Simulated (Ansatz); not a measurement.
# AlCl2H: the cost of one run

Method: RKS PBE0-D4/def2-SVP, in Ansatz 0.2.0.

## (1) Starting point

Bond lengths: Al1–Cl2 2.430 Å, Al1–H3 1.760 Å, Al1–Cl4 2.230 Å. Angles: Cl2–Al1–H3 50.0°, Cl2–Al1–Cl4 159.3°, H3–Al1–Cl4 150.7°.

As a file:

```xyz
4

Al    0.0000    0.0000    0.0000
Cl    1.5382    0.0000    1.8812
H     1.7598    0.0000    0.0230
Cl   -1.9312    0.0000   -1.1150
```

## (2) A restrained relaxation towards end A

Springs on the bonds that form and break draw the guess towards this end; the thresholds are loose.

Input file input.yaml:

```yaml
crystal:
  periodic: [false, false, false]
  atoms:
    - { symbol: Al, position_ang: [0.0, 0.0, 0.0] }
    - { symbol: Cl, position_ang: [1.5382, 0.0, 1.8812] }
    - { symbol: H, position_ang: [1.7598, 0.0, 0.023] }
    - { symbol: Cl, position_ang: [-1.9312, 0.0, -1.115] }
basis:
  gaussian: { orbitals: def2-SVP }
hamiltonian:
  xc: pbe0
  dispersion: d4
relax:
  f_tol: 0.15
  max_steps: 25
  restrain:
    - { distance: [1, 2], at: 2.57, k: 30.0 }
    - { distance: [0, 1], at: 2.23, k: 30.0 }
    - { distance: [0, 2], at: 1.56, k: 30.0 }
```

The run is started by

```bash
$ ansatz run input.yaml --threads 1 --pin off --max-ram 2048MiB --backend cpu --events-out ev --progress --plain --runs-dir out
```

Q: Estimate wall time and peak memory on 1 thread of Arm Neoverse V2, shared host.

About 9.3 s, with a peak of 0.11 GiB.
